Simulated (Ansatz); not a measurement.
# BH₄O (doublet): the correlation ladder at distance B1–H4 along a hydrogen transfer = 1.242 Å, cc-pVDZ

An exercise on one series of results from a longer session: the logs are not shown, and one member is left open.

The runs use Ansatz 0.2.0, Gaussian basis; cc-pVDZ, core rule «outside noble gas», up to 2 orbitals frozen.

To be run: UHF; CCSD(T) on ROHF; CCSD(T) on UHF; BCCD(T) on ROHF; CISD; CCSDT(Q) on ROHF; CCSDT(Q) on UHF; CASSCF and MRCISD+Q, 3 electrons in 3 orbitals; CASSCF and NEVPT2, 3 electrons in 3 orbitals.

5 further runs of the same task are left out: 1 for a mislabelled method, 2 that didn't finish, 2 set aside as unsound or not needed.

**What is computed**

The geometry derives from fragments relaxed apart (PBE0/def2-TZVP) and kept rigid, so it is no stationary point. A hydrogen atom is moved between rigid fragments.

6 atoms, charge 0, spin multiplicity 2.

Atoms are counted from 1 here; the program's logs count them from 0.

Bond lengths: B1–H2 1.193 Å, B1–H3 1.193 Å, B1–H4 1.242 Å, O5–H6 0.973 Å. Angles: H2–B1–H3 120.0°, H2–B1–H4 120.0°, H3–B1–H4 120.0°.

Set-up of the first run:

Contents of in.yaml:

```yaml
crystal:
  periodic: [false, false, false]
  atoms:
    - {symbol: B, position_ang: [-1.402182, 0.030718, 0.000000]}
    - {symbol: H, position_ang: [-1.998915, 1.064290, 0.000000]}
    - {symbol: H, position_ang: [-1.998915, -1.002853, 0.000000]}
    - {symbol: H, position_ang: [-0.160182, 0.030718, 0.000000]}
    - {symbol: O, position_ang: [1.122818, 0.030718, 0.000000]}
    - {symbol: H, position_ang: [1.374677, -0.909232, 0.000000]}
basis:
  gaussian: {orbitals: cc-pVDZ}
magnetization: {spin_polarized: true, initial_magnetization: 1}
hamiltonian: {xc: hf}
output: {orbitals: {seedname: orbitals}}
```

On the command line:

```console
$ ansatz run in.yaml --threads 1 --pin off --events-out ev --progress --plain --max-ram 2393MiB
```

Steps of the session up to this table: UHF; CCSD(T) on ROHF; CCSD(T) on UHF; BCCD(T) on ROHF; CISD; CCSDT(Q) on ROHF; CCSDT(Q) on UHF; CASSCF and MRCISD+Q, 3 electrons in 3 orbitals; CASSCF and NEVPT2, 3 electrons in 3 orbitals.

One of the session's tables, all rows but one given; the rest of the session is left out.

| method | from UCCSDT(Q) (meV) |
| --- | --- |
| ROHF | +8736.7 |
| UHF | +8483.8 |
| RMP2 | +1186.5 |
| UMP2 | +1210.3 |
| CISD | ? |
| RCCSD | +202.4 |
| UCCSD | +195.4 |
| RCCSD(T) | +39.8 |
| UCCSD(T) | +39.9 |
| BCCD(T) | +39.6 |
| RCCSDT | +16.6 |
| UCCSDT | +15.8 |
| RCCSDT(Q) | +0.6 |
| UCCSDT(Q) | 0 |
| CASSCF pair | +8119.2 |
| NEVPT2 pair | +1125.8 |
| MRCISD pair | +811.0 |
| MRCISD+Q pair | +104.9 |

Estimate the missing values for CISD.

**Answer.** from UCCSDT(Q) (meV): +898.9. In the column «from UCCSDT(Q) (meV)» it lies between MRCISD pair (+811.0) and NEVPT2 pair (+1125.8).

Among the levels timed on like hardware and quicker than the yardstick, those that no quicker one beats, quickest first: NEVPT2 pair (1.1 s, +1125.8 meV); MRCISD+Q pair (1.5 s, +104.9 meV); RCCSD(T) (2.5 s, +39.8 meV); BCCD(T) (2.6 s, +39.6 meV).

To keep in mind: Of the multireference levels listed MRCISD+Q pair comes nearest in total energy (+104.9 meV), which doesn't show that its space is the better one. Restricted and unrestricted rows rest on different reference determinants; where their highest levels disagree by more than a few hundredths of an eV, they describe different states and don't form one ladder.
